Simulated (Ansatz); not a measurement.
B₃H₂. The state is a doublet with charge 0. Geometry r2SCAN-D4/def2-TZVP; atoms count from 1.

```
atom   x (Å)   y (Å)   z (Å)
  B1   0.003   0.002  -0.003
  B2   1.021   0.336   1.068
  B3  -1.020  -0.335  -1.069
  H4   1.811   0.595   1.901
  H5  -1.815  -0.598  -1.897
```

Another isomer (doublet) lies 0.11 eV lower at PBE0-D4/def2-TZVP; other spin states weren't run for this one.

Problem. Estimate the Mulliken populations from the PBE0/def2-TZVP orbitals of Ansatz.

Solution. 
| atom | charge (e) | spin (α − β) |
| --- | --- | --- |
| B1 | -0.65 | 0.49 |
| B2 | 0.23 | 0.26 |
| B3 | 0.23 | 0.26 |
| H4 | 0.10 | -0.01 |
| H5 | 0.10 | -0.01 |
Mulliken values depend strongly on the basis.

Problem. Where does the spin sit?

Solution. Summed by element: B 1.02, H -0.02, of 1 unpaired in all. Largest on single atoms: B1 0.49, B2 0.26, B3 0.26.

Problem. And the Mayer bond orders between heavy atoms (over 0.3)?

Solution. B1–B2 1.70 (1.52 Å); B1–B3 1.70 (1.52 Å); B2–B3 0.61 (3.03 Å).
